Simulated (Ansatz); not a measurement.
The input, for Ansatz 0.2.0:

```yaml
crystal:
  periodic: [false, false, false]
  atoms:
    - {symbol: N, position_ang: [-1.998627, 0.019973, -0.019236]}
    - {symbol: H, position_ang: [-2.295907, 0.987807, -0.019236]}
    - {symbol: H, position_ang: [-2.295906, -0.382326, 0.861023]}
    - {symbol: H, position_ang: [-0.600627, 0.019973, -0.019236]}
    - {symbol: Si, position_ang: [1.128373, 0.019973, -0.019236]}
    - {symbol: H, position_ang: [1.524807, -1.459540, -0.019236]}
basis:
  gaussian: {orbitals: cc-pVDZ}
magnetization: {spin_polarized: false, initial_magnetization: 1}
correlation: {method: fic_mrcisd_q, electrons: outside_noble_gas, active_space: {window: {electrons: 3, orbitals: 3}}}
```

```sh
$ ansatz run in.yaml --threads 1 --pin off --events-out ev --progress --plain --max-ram 2393MiB
```

Problem. Roughly how long does this take on 1 thread of Arm Neoverse V1, shared host, and how much host memory?

Solution. 2.1 s wall and 0.18 GiB.

```
494 factors; integrals over basis functions are off by at most 1.5e-3 eV
mean field evaluation 1: about -9399.0593 eV, gradient 3.3e1 eV
mean field evaluation 2: about -9399.0599 eV, gradient 3.3e1 eV
mean field evaluation 4: about -9402.4299 eV, gradient 2.6e0 eV
mean field evaluation 8: about -9402.5400 eV, gradient 3.1e-1 eV
mean field evaluation 16: about -9402.5591 eV, gradient 2.8e-6 eV
mean field evaluation 32: about -9402.4033 eV, gradient 4.7e-4 eV
mean field evaluation 64: about -9402.5586 eV, gradient 5.5e-2 eV
mean field -9402.55911918 eV, -345.5376743465 hartree, gradient 2.8e-6 eV, S^2 0.750000; 7 other end points of the search recorded, 0 dependent functions left out
reference -9402.55911918 eV, -345.5376743465 hartree; 13, 12 occupied and 39, 40 virtual orbitals, 494 factors
state -9403.35642500 eV, -345.5669747948 hartree
contracted CI cycle   1: correlation 0.00000000 eV, 0.0000000000 hartree, residual 2.42e1 eV
contracted CI cycle   2: correlation -6.87197311 eV, -0.2525403539 hartree, residual 3.98e0 eV
contracted CI cycle   3: correlation -7.10161662 eV, -0.2609795972 hartree, residual 1.01e0 eV
contracted CI cycle   4: correlation -7.11927085 eV, -0.2616283780 hartree, residual 2.97e-1 eV
contracted CI cycle   5: correlation -7.12101657 eV, -0.2616925321 hartree, residual 1.11e-1 eV
contracted CI cycle   6: correlation -7.12127132 eV, -0.2617018939 hartree, residual 4.57e-2 eV
contracted CI cycle   7: correlation -7.12131654 eV, -0.2617035558 hartree, residual 1.88e-2 eV
contracted CI cycle   8: correlation -7.12132404 eV, -0.2617038315 hartree, residual 7.37e-3 eV
contracted CI cycle   9: correlation -7.12132511 eV, -0.2617038709 hartree, residual 2.83e-3 eV
contracted CI cycle  10: correlation -7.12132526 eV, -0.2617038762 hartree, residual 1.01e-3 eV
state -9403.35642500 eV, -345.5669747948 hartree; corrected -9411.30397012 eV, -345.8590416909 hartree
Total energy: -9411.30397012 eV, -345.8590416909 hartree
```

For the same geometry and basis UCCSDT(Q) lies 173.8 meV lower.
